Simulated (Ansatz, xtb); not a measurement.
## Relative energy of two structures of AlH4N2−

Structure X is a singlet given by its coordinates and structure Y is a singlet given by its coordinates. Both are isolated ions in the gas phase, relaxed with BLYP-D3(BJ)/def2-SVPD.

X (Å):

```xyz
7

Al    0.8958   -0.2274   -0.7542
N     0.0052   -0.5332    0.8900
N     1.1654   -1.5691    0.5562
H     0.0443   -0.4762   -2.1213
H     0.3812   -0.0165    1.6994
H     2.0729    0.8850   -0.9359
H     0.6522   -2.4498    0.3996
```

Close contacts (Å): Al1–N2 1.89, Al1–N3 1.89, N2–N3 1.59, Al1–H4 1.63, Al1–H6 1.63, N2–H5 1.03, N3–H7 1.03.

Y (Å):

| atom | x (Å) | y (Å) | z (Å) |
| --- | --- | --- | --- |
| Al | -2.1073 | 0.9516 | 0.2789 |
| N | -3.8524 | 0.8719 | 0.3480 |
| N | -1.2255 | 2.5231 | 0.7078 |
| H | -4.3722 | 0.0155 | 0.1167 |
| H | -0.9047 | -0.1035 | -0.1047 |
| H | -1.6813 | 3.3909 | 0.9948 |
| H | -0.2118 | 2.6379 | 0.6885 |

Close contacts (Å): Al1–N2 1.75, Al1–N3 1.85, Al1–H5 1.65, N2–H4 1.03, N3–H6 1.02, N3–H7 1.02.

**Question.** Estimate E(Y) − E(X) at the level CCSD(T)/def2-SVPD + ΔMP2/def2-TZVPPD.

**Answer.** Calculated at CCSD(T)/def2-SVPD + ΔMP2/def2-TZVPPD: E(Y) − E(X) = −36.1 kcal/mol, so structure Y lies lower.

Level by level:

```csv
level,geometry,E(Y) − E(X) (kcal/mol),departure from the last row (kcal/mol),"job, with rough time for the two"
GFN2-xTB,GFN2-xTB,−5.8,+30.4,"optimisation, 0.28 s"
HF/STO-3G,GFN2-xTB,+18.4,+54.5,"single point, 0.3 s"
r2SCAN-D4/def2-SVPD,GFN2-xTB,−40.1,−4.0,"single point, 4 s"
BLYP-D3(BJ)/def2-SVPD,BLYP-D3(BJ)/def2-SVPD,−35.8,+0.3,"optimisation, 23 s"
HF/def2-SVPD,BLYP-D3(BJ)/def2-SVPD,−38.4,−2.3,part of the CCSD(T) run
MP2/def2-SVPD,BLYP-D3(BJ)/def2-SVPD,−42.7,−6.5,part of the CCSD(T) run
CCSD(T)/def2-SVPD,BLYP-D3(BJ)/def2-SVPD,−38.2,−2.0,single point
CCSD(T)/def2-SVPD + ΔMP2/def2-TZVPPD,BLYP-D3(BJ)/def2-SVPD,−36.1,,"single point, 29 s"
```

HF/STO-3G puts the two in the other order. The largest departure from CCSD(T)/def2-SVPD + ΔMP2/def2-TZVPPD is that of HF/STO-3G, 54.5 kcal/mol. The last row adds to CCSD(T) the change of the MP2 difference between the two basis sets, here +2.0 kcal/mol.

With harmonic frequencies from BLYP-D3(BJ)/def2-SVPD (ideal gas, rigid rotor, one conformer each, 298.15 K, 1 atm): the zero-point term adds +1.1 kcal/mol; ΔH is −34.4 and ΔG −36.1 kcal/mol.

The correlated steps freeze 7 core orbitals. Mirror images aren't counted in ΔG. Programs: Ansatz 0.2.0, xtb 6.7.1; the last row on 1 thread of Intel(R) Xeon(R) Platinum 8259CL CPU @ 2.50GHz (Skylake/Cascade Lake) on a shared host.
